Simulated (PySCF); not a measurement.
## Working out the ionisation energy of Al

Al [Ne] 3s2 3p1 (2P) → Al⁺ [Ne] 3s2 (1S). Calculation: PySCF 2.14, in aug-cc-pwCVDZ (6s5p3d, 36 functions); the non-relativistic Hamiltonian (point nucleus). Frozen: nothing. Energies in hartree (1 hartree = 27.21139 eV):

```json
{"part": "UHF", "Al (lower)": "-241.874277", "Al⁺ (upper)": "-241.668590"}
{"part": "CCSD correlation", "Al (lower)": "-0.178808", "Al⁺ (upper)": "-0.170308"}
{"part": "(T)", "Al (lower)": "-0.002579", "Al⁺ (upper)": "-0.001910"}
```

Problem. What does Hartree-Fock give?

Solution. (-241.668590) − (-241.874277) = 0.205687 hartree = 5.597 eV.

Problem. What do CCSD and CCSD(T) give?

Solution. The CCSD correlation energies differ by 0.008500 hartree = 0.231 eV and the triples by 0.000669 hartree = 0.018 eV, so CCSD gives 5.828 eV and CCSD(T) 5.846 eV.

Measured between the centres of the two terms (NIST): 5.977 eV, so CCSD(T) (all electrons) is off by -0.131 eV.

A double-zeta basis recovers only part of the correlation energy.

What remains against the reference includes basis incompleteness and higher excitations.
